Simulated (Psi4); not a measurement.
Psi4 input (wB97X-D/6-311+G**):

```
memory 1500 MB

molecule {
-1 1
C    -0.10672706    1.17701571    0.00465963
S    -0.07971376   -0.57493956   -0.00524580
H     1.23704338   -1.08526133    0.02135005
H     0.31907715    1.60569335    0.91824252
H     0.35966191    1.61650670   -0.88361760
symmetry c1
no_reorient
no_com
}

set {
  basis 6-311+G**
  reference rks
  scf_type pk
  dft_radial_points 99
  dft_spherical_points 590
  e_convergence 1e-8
  d_convergence 1e-7
  maxiter 150
}

e = energy('wb97x-d')
print_out(f'\nFINAL {e:.10f} DIPOLE {variable("CURRENT DIPOLE")[0]:.6f} {variable("CURRENT DIPOLE")[1]:.6f} {variable("CURRENT DIPOLE")[2]:.6f}\n')
```

Question: What final total energy does it give?

Answer: -438.05751 Eh.
